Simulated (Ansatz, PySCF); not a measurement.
Wanted: the gas-phase enthalpy of formation of C1=CC1 at 298 K. Reaction (SMILES): C1=CC1 + 3 C (CH4) -> C=C (C2H4) + 2 CC (C2H6) [ethane]; bond separation energy.

Geometries: B3LYP-D3(BJ)/def2-TZVP minima from Ansatz (an electronic-structure program). Correlated levels leave the core frozen unless marked. Open shells are spin-unrestricted. Spin-orbit coupling is left out. Non-relativistic. Basis-set limits of correlation are two-point, X^-3; Hartree-Fock from the larger set. The bracket is a focal-point correction in the basis named. Thermal terms are rigid-rotor harmonic-oscillator values from B3LYP-D3(BJ) frequencies (PySCF) at 298.15 K and 1 atm. 1 Eh = 627.5095 kcal/mol. PBE is always shown; the other two functionals were drawn at random. The atomisation route leaves out scalar relativity and anharmonic zero-point terms, the atoms' spin-orbit terms, and in the frozen-core level the core correlation. Atomic data: G2/97 table in ASE.

Tabulated enthalpies of formation of the partners: C (CH4) -17.8 kcal/mol, ATcT 1.112; C=C (C2H4) 12.6 kcal/mol, ATcT 1.112; CC (C2H6) -20.0 kcal/mol, ATcT 1.112.

```json
[
 {"level": "PBE/def2-TZVPD (Ansatz)", "computed ΔH of the reaction (kcal/mol)": "-39.1", "ΔHf by atomisation and measured atoms (kcal/mol)": "48.4"},
 {"level": "r2SCAN-D4/def2-TZVPD (Ansatz + dftd4)", "computed ΔH of the reaction (kcal/mol)": "-41.1", "ΔHf by atomisation and measured atoms (kcal/mol)": "66.2"},
 {"level": "wB97X-V/def2-TZVPD (Ansatz)", "computed ΔH of the reaction (kcal/mol)": "-42.2", "ΔHf by atomisation and measured atoms (kcal/mol)": "68.3"},
 {"level": "RI-MP2/CBS(cc-pVTZ,cc-pVQZ)+[CCSD(T)-MP2]/cc-pVTZ (Ansatz)", "computed ΔH of the reaction (kcal/mol)": "-42.5", "ΔHf by atomisation and measured atoms (kcal/mol)": "69.7"}
]
```

Derive ΔHf from the reaction at each level, and compare how far the levels part by the two routes.


The partners sum to 26.0 kcal/mol (products minus other reactants), so ΔHf = (26.0 - ΔH):
- PBE/def2-TZVPD: 65.1; errors -2.8 by the reaction, -19.5 by atomisation
- r2SCAN-D4/def2-TZVPD: 67.1; errors -0.8 by the reaction, -1.7 by atomisation
- wB97X-V/def2-TZVPD: 68.2; errors +0.3 by the reaction, +0.4 by atomisation
- RI-MP2/CBS(cc-pVTZ,cc-pVQZ)+[CCSD(T)-MP2]/cc-pVTZ: 68.5; errors +0.6 by the reaction, +1.8 by atomisation
All levels span 3.4 kcal/mol by the reaction and 21.3 by atomisation; without PBE they span 1.4 and 3.5. The errors are against the measured 67.9 kcal/mol (ATcT 1.112).
